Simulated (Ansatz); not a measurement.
The first iterations of a band of BClH2 + H (5 atoms, charge 0, multiplicity 2).

These are results of Ansatz 0.2.0, UKS B3LYP-D4/def2-SVP, not measurements.

```
movable images  : 6
climbing image  : no
spring          : 5.0 eV/Å²
optimiser       : quadratic models (default)
start path      : through a guess of the saddle point
force threshold : 0.05 eV/Å
iteration limit : 60
end points      : relaxed
```

Initial state:

```xyz
5
Properties=species:S:1:pos:R:3
B 0.000 0.000 -0.162
Cl 0.000 0.000 1.584
H 1.058 0.000 -0.730
H -1.058 0.000 -0.730
H 0.000 0.000 4.737
```

Final state:

```xyz
5
Properties=species:S:1:pos:R:3
B 0.000 0.000 -0.505
Cl 0.000 0.000 2.974
H 1.087 0.000 -1.018
H -1.087 0.000 -1.018
H 0.000 0.000 4.267
```

| iteration | highest image above the first end (eV) | largest band force component (eV/Å) |
| --- | --- | --- |
| 1 | 1.536 | 3.054 |
| 2 | 1.554 | 1.982 |
| 3 | 1.432 | 5.985 |

Task: Does the band converge within its limit, and where does its top end?

Result: The forces met the threshold. It ended after 9 iterations with the highest image 1.283 eV above the first end. No image climbed, so the highest image needn't sit at the top of the path.

The run took 67 s on 1 thread of Arm Neoverse V2, on a shared host, peak memory 0.1 GiB.
